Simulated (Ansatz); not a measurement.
# AlFH₂O (SMILES [OH][AlH][F]): functionals against CCSD(T) at one geometry

The atoms stand at a structure displaced at random from a GFN2-xTB minimum. How far do the functionals agree with CCSD(T) there?

Method: single points in def2-TZVPP; program: Ansatz 0.2.0, Gaussian basis.

Correlated methods freeze the cores.

## (1) The starting structure

SMILES `[OH][AlH][F]`, 5 atoms, charge 0, spin multiplicity 1.

Atoms are counted from 1 here; the program's logs count them from 0.

Bond lengths: O1–Al2 1.891 Å, O1–H4 0.953 Å, Al2–F3 1.760 Å, Al2–H5 1.617 Å. Angles: Al2–O1–H4 169.3°, O1–Al2–F3 123.2°, O1–Al2–H5 111.1°, F3–Al2–H5 120.7°.

Geometry (Å):

```csv
atom,x (Å),y (Å),z (Å)
O1,-1.1427,0.3816,-0.3826
Al2,0.5975,-0.2252,0.0403
F3,0.9079,-1.6676,0.9997
H4,-1.9483,0.7322,-0.7517
H5,1.6607,0.9923,0.0119
```

## (2) CCSD(T)/def2-TZVPP

Input file run/in.yaml:

```yaml
crystal:
  periodic: [false, false, false]
  atoms:
    - {symbol: O, position_ang: [-1.142700, 0.381600, -0.382600]}
    - {symbol: Al, position_ang: [0.597500, -0.225200, 0.040300]}
    - {symbol: F, position_ang: [0.907900, -1.667600, 0.999700]}
    - {symbol: H, position_ang: [-1.948300, 0.732200, -0.751700]}
    - {symbol: H, position_ang: [1.660700, 0.992300, 0.011900]}
basis:
  gaussian: {orbitals: def2-TZVPP}
correlation: {method: ccsd_t}
output: {forces: true}
```

The command line of these runs was not kept.

## (3) PBE0-D4/def2-TZVPP

Changes to run/in.yaml since step 2:

```diff
@@ -10,3 +10,3 @@
   gaussian: {orbitals: def2-TZVPP}
-correlation: {method: ccsd_t}
-output: {forces: true}
+hamiltonian: {xc: pbe0, dispersion: d4}
+output: {forces: true, orbitals: {seedname: orbitals}}
```

## (4) wB97M-V/def2-TZVPP

Changes to run/in.yaml since step 3:

```diff
@@ -10,3 +10,3 @@
   gaussian: {orbitals: def2-TZVPP}
-hamiltonian: {xc: pbe0, dispersion: d4}
-output: {forces: true, orbitals: {seedname: orbitals}}
+hamiltonian: {xc: {name: wB97M-V}}
+output: {forces: true}
```

## (5) r2SCAN-D4/def2-TZVPP

Changes to run/in.yaml since step 4:

```diff
@@ -10,3 +10,3 @@
   gaussian: {orbitals: def2-TZVPP}
-hamiltonian: {xc: {name: wB97M-V}}
+hamiltonian: {xc: r2scan, dispersion: d4}
 output: {forces: true}
```

## (6) PBE-D4/def2-TZVPP

Changes to run/in.yaml since step 5:

```diff
@@ -10,3 +10,3 @@
   gaussian: {orbitals: def2-TZVPP}
-hamiltonian: {xc: r2scan, dispersion: d4}
+hamiltonian: {xc: pbe, dispersion: d4}
 output: {forces: true}
```

## (7) CAM-B3LYP-D4/def2-TZVPP

Changes to run/in.yaml since step 6:

```diff
@@ -10,3 +10,3 @@
   gaussian: {orbitals: def2-TZVPP}
-hamiltonian: {xc: pbe, dispersion: d4}
+hamiltonian: {xc: {name: CAM-B3LYP}, dispersion: d4}
 output: {forces: true}
```

## (8) B97M-V/def2-TZVPP

Changes to run/in.yaml since step 7:

```diff
@@ -10,3 +10,3 @@
   gaussian: {orbitals: def2-TZVPP}
-hamiltonian: {xc: {name: CAM-B3LYP}, dispersion: d4}
+hamiltonian: {xc: {name: B97M-V}}
 output: {forces: true}
```

(Steps that only read results are left out.)

Q: Predict the outcome of this session. Wanted: energy less free atoms, CCSD(T)/def2-TZVPP; RMS force component; RMS force error; HOMO and LUMO, PBE0-D4; T1 diagnostic.

The runs gave:

| quantity | value |
| --- | --- |
| energy less free atoms, CCSD(T)/def2-TZVPP | -17.396 eV |
| RMS force component | 1.477 to 1.595 eV/Å over the methods |
| RMS force error | PBE0-D4 0.028, wB97M-V 0.065, r2SCAN-D4 0.042, PBE-D4 0.225, CAM-B3LYP-D4 0.049, B97M-V 0.076 eV/Å |
| HOMO and LUMO, PBE0-D4 | -8.47 and -1.92 eV |
| T1 diagnostic | 0.015 |

Against CCSD(T) the functionals' energies less atoms differ by -0.604 to +0.065 eV, PBE-D4 by -0.604 eV. CCSD(T) in triple zeta still lacks some correlation energy of the bonds, so part of these gaps is its own basis error and they don't rank the functionals. For forces PBE0-D4 does best and PBE-D4 worst. Frozen-core CCSD(T) forces in triple zeta carry basis errors of their own, and this is one geometry, so small gaps rank nothing.
